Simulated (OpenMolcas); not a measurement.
# H3NO (hydroxylamine): levels of theory compared

Aim: a comparison of 6 runs (HF/STO-3G, UHF/STO-3G, B2PLYP/STO-3G, B3LYP/STO-3G, PBE/STO-3G, PBE0/STO-3G) of H3NO (hydroxylamine). 

Program for the calculation: OpenMolcas 26.06.

1 further run of the same task is left out (for a known fault of the program).

## (1) The molecule

H3NO has 5 atoms, charge 0, and is taken as a singlet. SMILES: `NO`. The shape is that of a GFN2-xTB optimisation. This is one conformer, not always the lowest.

Bond lengths: N1–O2 1.432 Å, N1–H3 1.020 Å, N1–H4 1.020 Å, O2–H5 0.966 Å. Angles: N1–O2–H5 105.0°, O2–N1–H3 105.6°, O2–N1–H4 105.6°, H3–N1–H4 107.4°.

## (2) The energy at HF/STO-3G (run 1)

Contents of job.inp:

```
>>> EXPORT MOLCAS_PRINT=2
&GATEWAY
BASLIB=$CurrDir
BASISSET
N.STO-3G....
N1 -0.178910 -0.366440 -0.312920 angstrom
End of Basis
BASISSET
O.STO-3G....
O2 0.371730 0.674250 0.501760 angstrom
End of Basis
BASISSET
H.STO-3G....
H3 -0.161770 -1.206140 0.265260 angstrom
H4 -1.156690 -0.114310 -0.454620 angstrom
H5 1.125640 1.012630 0.000530 angstrom
End of Basis
&SEWARD
&SCF
THRESHOLDS=1e-10 1e-07 1e-07 1e-05
PRORBITALS=1 1
```

The basis set STO-3G is read from a file made from the Basis Set Exchange's data (not shown).

Command:

```console
$ export MOLCAS_MEM=1860
$ pymolcas job.inp > job.log
```

The log of the run:

```text
--- Start Module: gateway ---
[...]
--- Stop Module: gateway /rc=_RC_ALL_IS_WELL_ ---
--- Start Module: seward ---
[...]
      Basis functions           13
--- Stop Module: seward /rc=_RC_ALL_IS_WELL_ ---
--- Start Module: scf ---
[...]
       Convergence after  10 Iterations
[...]
::    Total SCF energy                               -129.2597966792
[...]
      Total spin, S                                     0.0000000000
[...]
      Total electronic charge=   18.000000
      Total            charge=   -0.000000
[...]
      Dipole Moment (debye):
      Origin of the operator (angstrom)=    0.0983    0.1618    0.1046
                   X= -2.6945E-01               Y= -2.6377E-01               Z=  1.2707E-02           Total=  3.7728E-01
      Quadrupole Moment (debye*angstrom):
[...]
--- Stop Module: scf /rc=_RC_ALL_IS_WELL_ ---
[...]
```

Wall time 1.4 s (1 thread of Arm Neoverse V2, shared host); peak memory 0.36 GiB.

## (3) The energy at UHF/STO-3G (run 2)

Contents of step1.input:

```
&GATEWAY
 BASLIB=$CurrDir
 BASISSET
 N.STO-3G....
 N1 -0.178910 -0.366440 -0.312920 angstrom
 End of Basis
 BASISSET
 O.STO-3G....
 O2 0.371730 0.674250 0.501760 angstrom
 End of Basis
 BASISSET
 H.STO-3G....
 H3 -0.161770 -1.206140 0.265260 angstrom
 H4 -1.156690 -0.114310 -0.454620 angstrom
 H5 1.125640 1.012630 0.000530 angstrom
 End of Basis

&SEWARD

&SCF
 UHF
 SCRAMBLE=0.25
 PRORBITALS=1 1
```

The basis set STO-3G is read from a file made from the Basis Set Exchange's data (not shown).

Command:

```console
$ export MOLCAS_MEM=1860
$ pymolcas step1.input > step1.log
```

The log of the run:

```text
--- Start Module: gateway ---
[...]
--- Stop Module: gateway /rc=_RC_ALL_IS_WELL_ ---
--- Start Module: seward ---
[...]
      Basis functions           13
--- Stop Module: seward /rc=_RC_ALL_IS_WELL_ ---
--- Start Module: scf ---
[...]
       Convergence after  13 Iterations
[...]
::    Total SCF energy                               -129.2597966791
[...]
      Total spin, S                                     0.0000000000
[...]
      Total electronic charge=   18.000000
      Total            charge=   -0.000000
[...]
      Dipole Moment (debye):
      Origin of the operator (angstrom)=    0.0983    0.1618    0.1046
                   X= -2.6945E-01               Y= -2.6377E-01               Z=  1.2706E-02           Total=  3.7728E-01
      Quadrupole Moment (debye*angstrom):
[...]
--- Stop Module: scf /rc=_RC_ALL_IS_WELL_ ---
[...]
```

Wall time 1.6 s (1 thread of Arm Neoverse V2, shared host); peak memory 0.37 GiB.

## (4) A single-point energy at B2PLYP/STO-3G (run 3)

Contents of job.inp:

```
* H3NO Kohn-Sham DFT

&gateway
  baslib=$CurrDir
  basisset
  N.STO-3G....
  N1 -0.178910 -0.366440 -0.312920 angstrom
  End of Basis
  basisset
  O.STO-3G....
  O2 0.371730 0.674250 0.501760 angstrom
  End of Basis
  basisset
  H.STO-3G....
  H3 -0.161770 -1.206140 0.265260 angstrom
  H4 -1.156690 -0.114310 -0.454620 angstrom
  H5 1.125640 1.012630 0.000530 angstrom
  End of Basis

&seward
  gridinput
  Grid=UltraFine
  End of Grid

&scf
  ksdft=B2PLYP_SCF
  thresholds=1e-10 1e-07 1e-07 1e-05
  prorbitals=1 1

&mbpt2
  frozen=2
```

The basis set STO-3G is read from a file made from the Basis Set Exchange's data (not shown).

Command:

```console
$ export MOLCAS_MEM=1860
$ pymolcas job.inp > job.log
```

The log of the run:

```text
--- Start Module: gateway ---
[...]
--- Stop Module: gateway /rc=_RC_ALL_IS_WELL_ ---
[...]
      Basis functions           13
[...]
--- Start Module: scf ---
[...]
       Convergence after  10 Iterations
[...]
::    Total KS-DFT energy                            -129.6963447729
[...]
      Total spin, S                                     0.0000000000
[...]
      Total electronic charge=   18.000000
      Total            charge=   -0.000000
[...]
      Dipole Moment (debye):
      Origin of the operator (angstrom)=    0.0983    0.1618    0.1046
                   X= -2.8044E-01               Y= -2.4552E-01               Z=  5.4449E-02           Total=  3.7669E-01
      Quadrupole Moment (debye*angstrom):
[...]
--- Stop Module: scf /rc=_RC_ALL_IS_WELL_ ---
[...]
--- Start Module: mbpt2 ---
[...]
 ###    WARNING: MP2 implementation intended for RHF references only         ###
 ###############################################################################
MBPT2 WARNING: Reference function according to RunFile:KS-DFT
I'll assume you know what you're doing and continue
WARNING!
Default frozen orbitals as non valence orbitals is overwritten by user input.
Default values:   2
[...]
       Reference weight ( Cref**2 )         =        0.94983
::    Total MBPT2 energy                             -129.8005905655
[...]
      Total MBPT2 calculations                           0.03      0.04
--- Stop Module: mbpt2 /rc=_RC_ALL_IS_WELL_ ---
[...]
```

It took 3.3 s on 1 thread of Arm Neoverse V2, shared host; peak memory 0.37 GiB.

Runs 4 to 5 aren't shown in full; the table further down has their settings and results.

## (5) A single-point energy at PBE0/STO-3G (run 6)

Contents of job.inp:

```
* H3NO Kohn-Sham DFT

&GATEWAY
  BASLIB=$CurrDir
  BASISSET
  N.STO-3G....
  N1 -0.178910 -0.366440 -0.312920 angstrom
  End of Basis
  BASISSET
  O.STO-3G....
  O2 0.371730 0.674250 0.501760 angstrom
  End of Basis
  BASISSET
  H.STO-3G....
  H3 -0.161770 -1.206140 0.265260 angstrom
  H4 -1.156690 -0.114310 -0.454620 angstrom
  H5 1.125640 1.012630 0.000530 angstrom
  End of Basis

&SEWARD
  GRIDINPUT
  Grid=UltraFine
  End of Grid

&SCF
  KSDFT=PBE0
  THRESHOLDS=1e-10 1e-07 1e-07 1e-05
  PRORBITALS=1 1
```

The basis set STO-3G is read from a file made from the Basis Set Exchange's data (not shown).

Command:

```console
$ export MOLCAS_MEM=1860
$ pymolcas job.inp > job.log
```

The log of the run:

```text
--- Start Module: gateway ---
[...]
--- Stop Module: gateway /rc=_RC_ALL_IS_WELL_ ---
--- Start Module: seward ---
[...]
      Basis functions           13
--- Stop Module: seward /rc=_RC_ALL_IS_WELL_ ---
--- Start Module: scf ---
[...]
       Convergence after  10 Iterations
[...]
::    Total KS-DFT energy                            -129.7911165371
[...]
      Total spin, S                                     0.0000000000
[...]
      Total electronic charge=   18.000000
      Total            charge=   -0.000000
[...]
      Dipole Moment (debye):
      Origin of the operator (angstrom)=    0.0983    0.1618    0.1046
                   X= -2.8268E-01               Y= -2.2570E-01               Z=  8.6897E-02           Total=  3.7202E-01
      Quadrupole Moment (debye*angstrom):
[...]
--- Stop Module: scf /rc=_RC_ALL_IS_WELL_ ---
[...]
```

It took 3.3 s on 1 thread of Arm Neoverse V2, shared host; peak memory 0.37 GiB.

## (6) All runs side by side

| run | level | SCF convergence threshold | scramble | energy (Eh) | dipole moment (D) | HOMO energy (eV) | LUMO energy (eV) | wall time |
| --- | --- | --- | --- | --- | --- | --- | --- | --- |
| 1 | HF/STO-3G | 1e-10 | – | -129.259797 | 0.38 | -9.02 | 14.68 | 1.4 s |
| 2 | UHF/STO-3G | – | 0.25 | -129.259797 | 0.38 | -9.02 | 14.68 | 1.6 s |
| 3 | B2PLYP/STO-3G | 1e-10 | – | -129.724491 | 0.38 | -5.91 | 10.45 | 3.3 s |
| 4 | B3LYP/STO-3G | 1e-10 | – | -129.908807 | 0.37 | -3.67 | 7.56 | 3.6 s |
| 5 | PBE/STO-3G | 1e-10 | – | -129.762181 | 0.37 | -1.92 | 6.20 | 3.6 s |
| 6 | PBE0/STO-3G | 1e-10 | – | -129.791117 | 0.37 | -3.96 | 8.04 | 3.3 s |

## (7) What came out

| quantity | value |
| --- | --- |
| run 6: total energy | -129.79112 Eh |
| run 6: dipole moment | 0.37 D |
| run 6: HOMO energy | -3.96 eV |
| run 6: LUMO energy | 8.04 eV |
| run 6: HOMO–LUMO gap | 12.00 eV |

In words: The dipole moment (its size) runs from 0.37 D (PBE/STO-3G) to 0.38 D (HF/STO-3G). The HOMO–LUMO gap runs from 8.12 eV (PBE/STO-3G) to 23.69 eV (HF/STO-3G). Exact exchange widens orbital gaps. For B2PLYP the log adds the whole second-order term; the table takes 0.27 of it, as the functional is defined. Totals of different functionals can't be ranked against each other. In runs 1, 2, 3, 4, 5, 6 the basis is minimal, so the values are rough. All runs together took 17 s, the longest 3.6 s.
